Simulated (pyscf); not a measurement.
Single points on ωB97X-D3(BJ)/def2-SVP structures (PySCF, gas phase).

Task: H₃C–CH(F)–F (SMILES CC(F)F) + Cl• (SMILES [Cl]) → H₃C–C•(F)–F (SMILES C[C](F)F) + HCl (SMILES Cl)
Surface: doublet. Broken: C–H. Formed: Cl–H. Give ΔE‡ and ΔE from ωB97M-D3(BJ)/def2-TZVP, relative to the separated reactants.

Result: ΔE‡ = 6.8 kJ/mol, ΔE = +3.3 kJ/mol. Zero-point energy shifts the barrier by -18.7 kJ/mol. It is a hydrogen abstraction, with an imaginary mode of 875i cm⁻¹. One saddle was located; it need not be the lowest between these sides. The angle at the transferred H is 170°. Left out: the spin-orbit lowering of Cl.
